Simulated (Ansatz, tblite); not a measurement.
Forces on B2H6 at its PBE-D4/def2-TZVP geometry. Charge 0, multiplicity 1.

The xTB rows come from tblite.

GFN1-xTB (tblite), largest force 0.79 eV/Å:

```xyz
8
positions Å, forces eV/Å
B    -0.113   -0.426   -0.760   -0.104   -0.383   -0.684
H     0.016    0.173   -1.788   -0.057   -0.253    0.232
H    -0.393   -1.589   -0.739    0.076    0.321   -0.109
H     0.959   -0.230   -0.014   -0.029    0.007    0.001
B     0.113    0.426    0.760    0.103    0.384    0.684
H    -0.016   -0.173    1.788    0.057    0.252   -0.232
H     0.393    1.589    0.739   -0.076   -0.321    0.109
H    -0.959    0.231    0.014    0.029   -0.007   -0.001
```

GFN2-xTB (tblite), largest force 0.57 eV/Å:

```
B -0.073 -0.270 -0.483
H -0.108 -0.470 0.298
H 0.113 0.485 -0.271
H -0.317 0.076 0.005
B 0.073 0.271 0.483
H 0.108 0.470 -0.298
H -0.113 -0.485 0.271
H 0.318 -0.077 -0.005
```

BHLYP-D4/def2-TZVP (Ansatz), largest force 0.41 eV/Å:

```
B -0.030 -0.104 -0.188
H -0.045 -0.212 0.353
H 0.097 0.403 -0.013
H -0.297 0.072 0.005
B 0.029 0.105 0.188
H 0.046 0.212 -0.353
H -0.097 -0.403 0.013
H 0.298 -0.072 -0.005
```
